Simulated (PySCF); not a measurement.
PySCF input (TPSSh/def2-TZVPD):

```python
from pyscf import gto, scf, dft

mol = gto.M(
    atom='''
    B    -0.12810609   -0.40560462   -0.23822049
    Cl    1.71467412   -0.21731930   -0.45425558
    Cl   -0.60316472   -0.66066942    1.54705895
    Cl   -1.07383114    0.99728420   -1.02273852
    ''',
    basis='def2-tzvpd',
    charge=-1,
    spin=1,
    verbose=4,
)

mf = dft.UKS(mol, xc='tpssh').density_fit(auxbasis='def2-universal-jkfit')
mf.grids.level = 3
mf.conv_tol = 1e-9
mf.max_cycle = 100
mf.max_memory = 1500
mf.kernel()
if not mf.converged:
    mf = mf.newton()
    mf.kernel(mf.make_rdm1())
for _ in range(2):
    mo, _, stable, _ = mf.stability(return_status=True)
    if stable:
        break
    mf.kernel(mf.make_rdm1(mo, mf.mo_occ))
mf.analyze()
```

Output:

```
PySCF version 2.14.0

[INPUT] verbose = 4
[INPUT] num. atoms = 4
[INPUT] num. electrons = 57
[INPUT] charge = -1
[INPUT] spin (= nelec alpha-beta = 2S) = 1
[INPUT] symmetry False subgroup None
[INPUT] Mole.unit = angstrom
[INPUT] Symbol           X                Y                Z      unit          X                Y                Z       unit  Magmom
[INPUT]  1 B     -0.128106090000  -0.405604620000  -0.238220490000 AA   -0.242085424989  -0.766481646658  -0.450171483360 Bohr   0.0
[INPUT]  2 Cl     1.714674120000  -0.217319300000  -0.454255580000 AA    3.240264479680  -0.410673958582  -0.858418636755 Bohr   0.0
[INPUT]  3 Cl    -0.603164720000  -0.660669420000   1.547058950000 AA   -1.139816128800  -1.248484262675   2.923517714057 Bohr   0.0
[INPUT]  4 Cl    -1.073831140000   0.997284200000  -1.022738520000 AA   -2.029246758629   1.884594006356  -1.932695699843 Bohr   0.0

nuclear repulsion = 220.632118838133
number of shells = 61
number of NR pGTOs = 268
number of NR cGTOs = 175
basis = def2-tzvpd
ecp = {}

******** <class 'pyscf.df.df_jk.DFUKS'> ********
method = DFUKS
initial guess = minao
damping factor = 0
level_shift factor = 0
DIIS = <class 'pyscf.scf.diis.CDIIS'>
diis_start_cycle = 1
diis_space = 8
diis_damp = 0
SCF conv_tol = 1e-09
SCF conv_tol_grad = None
SCF max_cycles = 100
direct_scf = False
number electrons alpha = 29  beta = 28
XC library pyscf.dft.libxc version 7.1.2
    S. Lehtola, C. Steigemann, M. J. T. Oliveira, and M. A. L. Marques,  SoftwareX 7, 1–5 (2018)
XC functionals = tpssh
    V. N. Staroverov, G. E. Scuseria, J. Tao, and J. P. Perdew,  J. Chem. Phys. 119, 12129 (2003)
radial grids:
    Treutler-Ahlrichs [JCP 102, 346 (1995); DOI:10.1063/1.469408] (M4) radial grids

becke partition: Becke, JCP 88, 2547 (1988); DOI:10.1063/1.454033
pruning grids: <function nwchem_prune>
grids dens level: 3
symmetrized grids: False
atomic radii adjust function: <function treutler_atomic_radii_adjust>
small_rho_cutoff = 0
Set gradient conv threshold to 3.16228e-05
tot grids = 70688
******** <class 'pyscf.df.df.DF'> ********
auxbasis = def2-universal-jkfit
init E= -1405.80942399501
  alpha nocc = 29  HOMO = -0.139110654894512  LUMO = -0.0199408877335565
  beta  nocc = 28  HOMO = -0.3359118187563  LUMO = -0.139110654894502

WARN: HOMO -0.139110654894512 >= LUMO -0.139110654894502

cycle= 1 E= -1405.65040355633  delta_E= 0.159  |g|= 0.238  |ddm|= 1.22
[...]
  beta  nocc = 28  HOMO = -0.102644079267164  LUMO = 0.113699230248096
  HOMO = 0.021230045019  LUMO = 0.113699230248  gap/eV = 2.51621
Extra cycle  E= -1405.69168780795  delta_E= -7.5e-12  |g|= 3.19e-06  |ddm|= 2.25e-05
converged SCF energy = -1405.69168780795  <S^2> = 0.7530667  2S+1 = 2.0030644
uhf_internal: lowest eigs of H = [0.17414755 0.19653502 0.19654308]
<class 'pyscf.df.df_jk.DFUKS'> wavefunction is stable in the internal stability analysis
**** SCF Summaries ****
Total Energy =                       -1405.691687807954622
Nuclear Repulsion Energy =             220.632118838133010
One-electron Energy =                -2391.165552771738476
Two-electron Energy =                  764.841746125650843
Two-electron Coulomb Energy =          853.964480954886653
DFT Exchange-Correlation Energy =      -89.122734829235839
HOMO-LUMO gap [eV] =                     2.516214694224794
**** MO energy ****
                             alpha | beta                alpha | beta
MO #1   energy= -101.183075708666  | -101.182599009533  occ= 1 | 1
MO #2   energy= -101.183067557806  | -101.182590873781  occ= 1 | 1
MO #3   energy= -101.183066695998  | -101.182590010968  occ= 1 | 1
MO #4   energy= -9.18546279465862  | -9.18501470867396  occ= 1 | 1
MO #5   energy= -9.18545611723112  | -9.18500808182711  occ= 1 | 1
MO #6   energy= -9.18545326395327  | -9.18500499198566  occ= 1 | 1
MO #7   energy= -6.93089371897533  | -6.93028736403612  occ= 1 | 1
MO #8   energy= -6.93089081380185  | -6.93028428345642  occ= 1 | 1
MO #9   energy= -6.93088939934034  | -6.93028355646853  occ= 1 | 1
MO #10  energy= -6.92583525885559  | -6.92493667067592  occ= 1 | 1
MO #11  energy= -6.92582569527366  | -6.92492906265938  occ= 1 | 1
MO #12  energy= -6.9258241521928   | -6.92492605632365  occ= 1 | 1
MO #13  energy= -6.92521538475915  | -6.92486559618447  occ= 1 | 1
MO #14  energy= -6.92520782771083  | -6.92485571404293  occ= 1 | 1
MO #15  energy= -6.92520467371323  | -6.92485486521542  occ= 1 | 1
MO #16  energy= -6.60081462578748  | -6.58944815414772  occ= 1 | 1
MO #17  energy= -0.641172309397145 | -0.637223116514548 occ= 1 | 1
MO #18  energy= -0.601670585196694 | -0.599029523682339 occ= 1 | 1
MO #19  energy= -0.60166812704177  | -0.599027051746517 occ= 1 | 1
MO #20  energy= -0.299898890360154 | -0.287142755059342 occ= 1 | 1
MO #21  energy= -0.21193420820344  | -0.207318581310271 occ= 1 | 1
MO #22  energy= -0.211932641449132 | -0.20731713571766  occ= 1 | 1
MO #23  energy= -0.178867504591572 | -0.161945003394251 occ= 1 | 1
MO #24  energy= -0.137901450069304 | -0.134910570696927 occ= 1 | 1
MO #25  energy= -0.137900769906952 | -0.13490951755604  occ= 1 | 1
MO #26  energy= -0.118919238560453 | -0.116198462535548 occ= 1 | 1
MO #27  energy= -0.118918204438568 | -0.116197270758404 occ= 1 | 1
MO #28  energy= -0.103703929241188 | -0.102644079267164 occ= 1 | 1
MO #29  energy= 0.0212300450189638 | 0.113699230248096  occ= 1 | 0
MO #30  energy= 0.121565990871318  | 0.138986657659544  occ= 0 | 0
MO #31  energy= 0.134958278893953  | 0.138987129666701  occ= 0 | 0
MO #32  energy= 0.134958806036548  | 0.14250387148487   occ= 0 | 0
MO #33  energy= 0.15120803343104   | 0.159227754550215  occ= 0 | 0
MO #34  energy= 0.167698142335461  | 0.170875184724799  occ= 0 | 0
MO #35  energy= 0.167698547375624  | 0.170875679084202  occ= 0 | 0
MO #36  energy= 0.17531446911056   | 0.183885220464999  occ= 0 | 0
MO #37  energy= 0.179776349698245  | 0.183885605827797  occ= 0 | 0
MO #38  energy= 0.179776593376321  | 0.184291327961475  occ= 0 | 0
MO #39  energy= 0.20961593201681   | 0.212135898876471  occ= 0 | 0
MO #40  energy= 0.22184103823577   | 0.229443156944669  occ= 0 | 0
MO #41  energy= 0.235562354256863  | 0.248967011229906  occ= 0 | 0
MO #42  energy= 0.235562958789095  | 0.248969156945136  occ= 0 | 0
MO #43  energy= 0.283946619304714  | 0.287466892323096  occ= 0 | 0
MO #44  energy= 0.294122966934955  | 0.300196886298673  occ= 0 | 0
MO #45  energy= 0.294123855623244  | 0.300198610508     occ= 0 | 0
MO #46  energy= 0.30402443593272   | 0.307896238657696  occ= 0 | 0
MO #47  energy= 0.317343325606605  | 0.319002160611335  occ= 0 | 0
MO #48  energy= 0.317349304584743  | 0.319008470921469  occ= 0 | 0
MO #49  energy= 0.344757459943135  | 0.348848806239026  occ= 0 | 0
MO #50  energy= 0.34475829034407   | 0.348849747579713  occ= 0 | 0
MO #51  energy= 0.351747120537808  | 0.362645509675028  occ= 0 | 0
MO #52  energy= 0.360548211299638  | 0.362649185931417  occ= 0 | 0
MO #53  energy= 0.361745064179234  | 0.368089891000477  occ= 0 | 0
MO #54  energy= 0.361749269771255  | 0.372606638535544  occ= 0 | 0
MO #55  energy= 0.386949723164422  | 0.393516833641757  occ= 0 | 0
MO #56  energy= 0.386950524135957  | 0.393517653395668  occ= 0 | 0
MO #57  energy= 0.397013599022551  | 0.400092393134696  occ= 0 | 0
MO #58  energy= 0.412485584190754  | 0.413650611731143  occ= 0 | 0
MO #59  energy= 0.413650675141042  | 0.417692540956426  occ= 0 | 0
MO #60  energy= 0.413652171890583  | 0.417694407988701  occ= 0 | 0
MO #61  energy= 0.436660459829907  | 0.439991070221729  occ= 0 | 0
MO #62  energy= 0.436662612111303  | 0.439993514268564  occ= 0 | 0
MO #63  energy= 0.444637698121301  | 0.445614719306895  occ= 0 | 0
MO #64  energy= 0.455400306119731  | 0.468091607829862  occ= 0 | 0
MO #65  energy= 0.462919474374404  | 0.468092827979386  occ= 0 | 0
MO #66  energy= 0.46292009295891   | 0.474081823629243  occ= 0 | 0
MO #67  energy= 0.554494388714105  | 0.557176770016747  occ= 0 | 0
MO #68  energy= 0.559233085888761  | 0.564600189435195  occ= 0 | 0
MO #69  energy= 0.559234212507643  | 0.564602688696635  occ= 0 | 0
MO #70  energy= 0.661673800700549  | 0.668167054447831  occ= 0 | 0
MO #71  energy= 0.661680314374969  | 0.668173612827263  occ= 0 | 0
MO #72  energy= 0.670097868047952  | 0.686892965784838  occ= 0 | 0
MO #73  energy= 0.696069498457046  | 0.702439747004364  occ= 0 | 0
MO #74  energy= 0.696070131793383  | 0.702440294751545  occ= 0 | 0
MO #75  energy= 0.756579738157101  | 0.75955784057874   occ= 0 | 0
MO #76  energy= 0.756582683979621  | 0.759560622720935  occ= 0 | 0
MO #77  energy= 0.757837031337683  | 0.76347678649709   occ= 0 | 0
MO #78  energy= 0.763835521062579  | 0.765206364108988  occ= 0 | 0
MO #79  energy= 0.773276270457162  | 0.774957792121098  occ= 0 | 0
MO #80  energy= 0.773280398891176  | 0.774961561385811  occ= 0 | 0
MO #81  energy= 0.778444862550101  | 0.77997241159327   occ= 0 | 0
MO #82  energy= 0.802255147256213  | 0.806513545428466  occ= 0 | 0
MO #83  energy= 0.80225902769657   | 0.806517480651382  occ= 0 | 0
MO #84  energy= 0.829485498768628  | 0.832517244501064  occ= 0 | 0
MO #85  energy= 0.830938544425535  | 0.837484810792759  occ= 0 | 0
MO #86  energy= 0.833881167721147  | 0.839364135631569  occ= 0 | 0
MO #87  energy= 0.833885036985424  | 0.839370549165551  occ= 0 | 0
MO #88  energy= 0.839226900955383  | 0.847636161899703  occ= 0 | 0
MO #89  energy= 0.839230944911546  | 0.847638132794585  occ= 0 | 0
MO #90  energy= 0.860777256506557  | 0.861050445839848  occ= 0 | 0
MO #91  energy= 0.912159875221532  | 0.91686955437207   occ= 0 | 0
MO #92  energy= 0.936763175063874  | 0.952374158049513  occ= 0 | 0
MO #93  energy= 0.948739436191642  | 0.952380258232658  occ= 0 | 0
MO #94  energy= 0.948744492220717  | 0.95406637446787   occ= 0 | 0
MO #95  energy= 1.01676696313548   | 1.03335321865905   occ= 0 | 0
MO #96  energy= 1.01677204674952   | 1.03335817429965   occ= 0 | 0
MO #97  energy= 1.14595341411805   | 1.16265786783537   occ= 0 | 0
MO #98  energy= 1.14596245900254   | 1.1626674421576    occ= 0 | 0
MO #99  energy= 1.16669955644464   | 1.19544714951244   occ= 0 | 0
MO #100 energy= 1.22018182376377   | 1.24493467353991   occ= 0 | 0
MO #101 energy= 1.32307892254364   | 1.32911991338284   occ= 0 | 0
MO #102 energy= 1.32308458505011   | 1.32912518451197   occ= 0 | 0
MO #103 energy= 1.53960288364377   | 1.5459113346623    occ= 0 | 0
MO #104 energy= 1.58012510519676   | 1.59192789757266   occ= 0 | 0
[...]
```
